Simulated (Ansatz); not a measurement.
in.yaml

```yaml
crystal:
  periodic: [false, false, false]
  atoms:
    - {symbol: P, position_ang: [0.067209, 0.000000, 0.000000]}
    - {symbol: H, position_ang: [0.238003, 0.000000, -2.231106]}
    - {symbol: H, position_ang: [-1.270654, 1.588245, 0.000000]}
    - {symbol: H, position_ang: [-1.270654, -1.588245, 0.000000]}
    - {symbol: H, position_ang: [0.238003, 0.000000, 2.231106]}
basis:
  gaussian: {orbitals: 6-31G, fitting: {mean_field: def2-universal-jkfit}}
magnetization: {spin_polarized: false, initial_magnetization: 1}
correlation: {method: fic_mrcisd_q, electrons: valence, active_space: {window: {electrons: 5, orbitals: 3}}}
```

```sh
$ ansatz run in.yaml --threads 1 --pin off --events-out ev --progress --plain --max-ram 2393MiB
```

Log:

```
200 factors; integrals over basis functions are off by at most 1.6e-1 eV
mean field evaluation 1: about -9323.5821 eV, gradient 4.6e0 eV
mean field evaluation 2: about -9323.7232 eV, gradient 1.9e0 eV
mean field evaluation 4: about -9323.7452 eV, gradient 1.1e-1 eV
mean field evaluation 8: about -9323.7453 eV, gradient 1.1e-3 eV
mean field evaluation 16: about -9323.6397 eV, gradient 4.7e0 eV
mean field evaluation 32: about -9323.7231 eV, gradient 1.9e0 eV
mean field -9324.19844616 eV, -342.6579727278 hartree, gradient 1.6e-6 eV, S^2 0.750000; 3 other end points of the search recorded, 0 dependent functions left out
reference -9323.74531233 eV, -342.6413203666 hartree; 10, 9 occupied and 11, 12 virtual orbitals, 200 factors
state -9324.19844616 eV, -342.6579727278 hartree
contracted CI cycle   1: correlation 0.00000000 eV, 0.0000000000 hartree, residual 1.03e1 eV
contracted CI cycle   2: correlation -3.37743414 eV, -0.1241184152 hartree, residual 3.28e0 eV
contracted CI cycle   3: correlation -3.82227415 eV, -0.1404659843 hartree, residual 1.16e0 eV
contracted CI cycle   4: correlation -3.86682630 eV, -0.1421032456 hartree, residual 4.38e-1 eV
contracted CI cycle   5: correlation -3.87467743 eV, -0.1423917691 hartree, residual 1.79e-1 eV
contracted CI cycle   6: correlation -3.87583839 eV, -0.1424344335 hartree, residual 7.97e-2 eV
contracted CI cycle   7: correlation -3.87604139 eV, -0.1424418937 hartree, residual 4.13e-2 eV
contracted CI cycle   8: correlation -3.87609396 eV, -0.1424438256 hartree, residual 1.87e-2 eV
contracted CI cycle   9: correlation -3.87610437 eV, -0.1424442081 hartree, residual 6.46e-3 eV
contracted CI cycle  10: correlation -3.87610568 eV, -0.1424442566 hartree, residual 2.48e-3 eV
contracted CI cycle  11: correlation -3.87610590 eV, -0.1424442645 hartree, residual 9.89e-4 eV
contracted CI cycle  12: correlation -3.87610593 eV, -0.1424442656 hartree, residual 4.05e-4 eV
state -9324.19844616 eV, -342.6579727278 hartree; corrected -9328.92603469 eV, -342.8317084016 hartree
WARN: 2 active orbitals are nearly empty or full. The corrections depend on them more than the energy does, and are more stable in an active space without them
Total energy: -9328.92603469 eV, -342.8317084016 hartree
```

Natural occupations: 2.0000 2.0000 1.0000.

Ran on 1 thread of Arm Neoverse V1, shared host: 0.51 s wall, 0.07 GiB peak host memory.
